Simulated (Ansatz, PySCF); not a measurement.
Species: ethanol, C2H6O, charge 0, multiplicity 1. 
Structure (B3LYP-D3(BJ)/def2-TZVP (Ansatz, a first-principles code) minimum search):
```xyz
9

C      1.1718    -0.4079     0.0081
C      0.0038     0.5538    -0.0092
O     -1.1993    -0.2136     0.0022
H     -1.9515     0.3866    -0.0087
H      0.0464     1.2144     0.8659
H      0.0484     1.1848    -0.9058
H      2.1164     0.1393     0.0001
H      1.1395    -1.0312     0.9029
H      1.1415    -1.0607    -0.8654
```
Charge 0, spin multiplicity 1.

Wanted: vertical ionisation energy (to the doublet state of charge +1; each state is the SCF solution reached for its spin), in eV. Cores are frozen in the correlated levels unless marked. UHF or UKS for open shells. No spin-orbit coupling. No relativistic terms. 

```tsv
level	program	vertical ionisation energy (eV)
RI-HF/aug-cc-pVTZ	Ansatz	9.46
SVWN5/def2-TZVPD	Ansatz	10.30
r2SCAN/def2-TZVPD	Ansatz	10.29
B3LYP/def2-TZVPD	Ansatz	10.53
PBE0/def2-TZVPD	Ansatz	10.46
BHLYP/def2-TZVPD	Ansatz	10.54
M06-2X/def2-TZVPD	PySCF	10.77
CAM-B3LYP/def2-TZVPD	Ansatz	10.65
wB97M-V/def2-TZVPD	Ansatz	10.61
wB97X-V/def2-TZVPD	Ansatz	10.63
B2PLYP/def2-TZVPD	Ansatz	10.68
RI-MP2/aug-cc-pVTZ	Ansatz	11.21
SCS-MP2/aug-cc-pVDZ	Ansatz	10.97
CCSD(T)/aug-cc-pVDZ	Ansatz	10.67
```

For comparison, minus the highest occupied orbital energy (PySCF): 6.31 eV at BP86/def2-TZVPD, 6.32 eV at TPSS/def2-TZVPD, 12.04 eV at HF/def2-TZVPD.
